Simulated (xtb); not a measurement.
xtb input:

```bash
xtb mol.xyz --gfn 2 --ohess tight --chrg -1 --uhf 0
```
mol.xyz:
```
6

C      0.01485363     0.73421403    -0.03456322
N     -0.03080290    -0.75991284    -0.00722302
H     -0.51387780    -1.08607190     0.78651032
H     -0.48842201    -1.08930025    -0.78046436
H      0.55371045     1.08007041     0.90747705
H      0.52505767     1.04875445    -0.86762835
```

Question: What final total energy does it print?

Answer: -7.14246 Eh (GFN2-xTB).

It need not be the lowest isomer of its formula. Whether it binds its extra electron was not tested at this geometry.
